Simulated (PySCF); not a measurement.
Zinc-blende BP was calculated with evGW@PBE (GTH pseudopotentials, Gaussian basis; PySCF).

The same calculation (at the measured cell, 11.682 Å³/atom) with different numerical settings; throughout: k mesh 2×2×2:

```csv
run,basis,gap over the k-points evaluated (eV),rough time
1,DZ,2.278,100 core-s
2,TZ,1.980,10 core-min
3,QZ,1.988,40 core-min
```

In the column gap over the k-points evaluated (eV) the first row differs from the last by +0.290 and the next to last by -0.008.

The last row is no converged limit: other settings stay fixed.
